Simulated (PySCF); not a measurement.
# One shape, several levels: singlet [CHF2]+

Aim: a comparison of 3 runs (r2SCAN/STO-3G, wB97X-V/STO-3G, NEVPT2(2,2)/STO-3G) of singlet [CHF2]+. 

The results are computed with PySCF 2.14.0.

14 further runs of the same task are left out: 9 that didn't finish, 5 set aside as unsound or not needed.

## Step 1: The system as given

[CHF2]+ has 4 atoms, charge +1, and is taken as a singlet. As SMILES of the parent species, `F[CH]F`. Geometry: relaxed at PBE0-D4/def2-TZVP. That shape belongs to the parent species and isn't relaxed for this state.

Bond lengths: F1–C2 1.321 Å, C2–F3 1.321 Å, C2–H4 1.090 Å. Angles: F1–C2–F3 111.3°, F1–C2–H4 114.3°, F3–C2–H4 114.3°.

## Step 2: A single-point energy at r2SCAN/STO-3G (run 1)

Contents of input.py:

```python
from pyscf import gto, dft

mol = gto.M(
    atom='''
F     -2.283167     0.500022    -0.267774
C      0.072943     0.119809     0.461849
F      0.818440    -2.204932    -0.055936
H      1.391783     1.584913    -0.138139
''',
    charge=1,
    spin=0,
    max_memory=1860,
    unit='bohr',
    basis='sto-3g',
    verbose=3,
)

mf = dft.RKS(mol, xc='r2scan')
mf.grids.level = 5
mf.conv_tol = 1e-10
mf.kernel()
if not mf.converged:
    mf = mf.newton().run(mf.mo_coeff, mf.mo_occ)

etot = mf.e_tot
print('E(%s) = %.9f' % ('R2SCAN', etot))
```

Command:

```bash
OMP_NUM_THREADS=1 python input.py
```

Output:

```text
converged SCF energy = -234.623786076259
E(R2SCAN) = -234.623786076
```

Wall time 3.3 s (1 thread of Arm Neoverse V1, shared host); peak memory 0.19 GiB.

## Step 3: A single-point energy at wB97X-V/STO-3G (run 2)

Contents of mol.xyz:

```xyz
4
CHF2
F     -1.208200     0.264600    -0.141700
C      0.038600     0.063400     0.244400
F      0.433100    -1.166800    -0.029600
H      0.736500     0.838700    -0.073100
```

Contents of run.py:

```python
from pyscf import gto, dft

mol = gto.M(
    atom='mol.xyz',
    basis='sto-3g',
    verbose=3,
    max_memory=1860,
    charge=1,
)

mf = dft.RKS(mol)
mf.xc = 'wb97x-v'
mf.grids.level = 5
mf.conv_tol = 1e-10
mf.nlcgrids.level = 1
mf.kernel()
if not mf.converged:
    mf = mf.newton().run(mf.mo_coeff, mf.mo_occ)

e_tot = mf.e_tot
print('E(%s) = %.9f' % ('WB97X-V', e_tot))
```

Command:

```bash
OMP_NUM_THREADS=1 python run.py
```

Output:

```text
converged SCF energy = -234.636907136664
E(WB97X-V) = -234.636907137
```

Run time: 16 s. Hardware: 1 thread of Arm Neoverse V1, shared host; peak memory 0.18 GiB.

## Step 4: The energy at NEVPT2(2,2)/STO-3G (run 3)

Contents of calc.py:

```python
import numpy
from pyscf import gto, scf, mp, mcscf, mrpt

mol = gto.M(
    atom='''
F     -2.283167     0.500022    -0.267774
C      0.072943     0.119809     0.461849
F      0.818440    -2.204932    -0.055936
H      1.391783     1.584913    -0.138139
''',
    unit='bohr',
    basis='sto-3g',
    charge=1,
    spin=0,
    verbose=4,
    max_memory=1860,
)

calc0 = scf.RHF(mol)
calc0.conv_tol = 1e-10
calc0.kernel()
if not calc0.converged:
    calc0 = calc0.newton().run(calc0.mo_coeff, calc0.mo_occ)

pt = mp.MP2(scf.addons.convert_to_uhf(calc0)).run()
noons, natorbs = mcscf.addons.make_natural_orbitals(pt)
print('natural occupations', numpy.round(noons[:40], 4))
cas = mcscf.CASSCF(calc0, 2, 2)
cas.fix_spin_(ss=0.0)
cas.natorb = True
cas.kernel(natorbs)
e_pt2 = mrpt.NEVPT(cas).kernel()
etot = cas.e_tot + e_pt2
print('E = %.10f Eh' % etot)
```

Command:

```bash
OMP_NUM_THREADS=1 python calc.py
```

Output:

```text
PySCF version 2.14.0

[... 58 lines left out ...]
converged SCF energy = -233.716090434571
[... 71 lines left out ...]
1-step CASSCF converged in  12 macro (205 JK  43 micro) steps
[... 14 lines left out ...]
CASSCF energy = -233.743057408633
[... 26 lines left out ...]
Nevpt2 Energy = -0.103309363290315
E = -233.8463667719 Eh
```

It took 1.2 s on 1 thread of Arm Neoverse V1, shared host; peak memory 0.12 GiB.

## Step 5: The series

```
run               level  nlc grid  integration grid  energy (Eh)  HOMO energy (eV)  LUMO energy (eV)  HOMO–LUMO gap (eV)  wall time
  1       r2SCAN/STO-3G         –                 5  -234.623786            -16.88            -12.24                4.63      3.3 s
  2      wB97X-V/STO-3G         1                 5  -234.636907            -20.85             -8.59               12.26       16 s
  3  NEVPT2(2,2)/STO-3G         –                 –  -233.846367            -23.72             -6.88               16.84      1.2 s
```

## Step 6: Summary of results

| quantity | value |
| --- | --- |
| run 3: total energy | -233.84637 Eh |
| run 3: HOMO energy (Hartree–Fock orbitals) | -23.72 eV |
| run 3: LUMO energy (Hartree–Fock orbitals) | -6.88 eV |
| run 3: HOMO–LUMO gap (Hartree–Fock orbitals) | 16.84 eV |

**Reading.** Totals of different functionals can't be ranked against each other. In runs 1, 2, 3 the basis is minimal, so the values are rough. All runs together took 20 s, the longest 16 s.
